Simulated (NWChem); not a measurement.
hydrogen fluoride (HF) in NWChem

```xyz
2

F      0.0000     0.0000     0.0925
H      0.0000     0.0000    -0.8323
```
Charge 0, spin multiplicity 1.

Program: NWChem. The geometry was optimised at B3LYP/def2-SVP, a minimum by its harmonic frequencies.

Symmetry labels belong to the abelian group C2v used in the runs, with the axes of the coordinates shown; states degenerate in a higher group split over its labels.

**Question.** List the lowest 4 singlet excitations that TD-PBE/aug-cc-pVDZ gives, with oscillator strengths.

**Answer.** 
| state | symmetry | energy (eV) | wavelength (nm) | f |
|---|---|---|---|---|
| 1 | b2 | 8.72 | 142 | 0.037 |
| 2 | b1 | 8.72 | 142 | 0.037 |
| 3 | b2 | 12.10 | 102 | 0.002 |
| 4 | b1 | 12.10 | 102 | 0.002 |
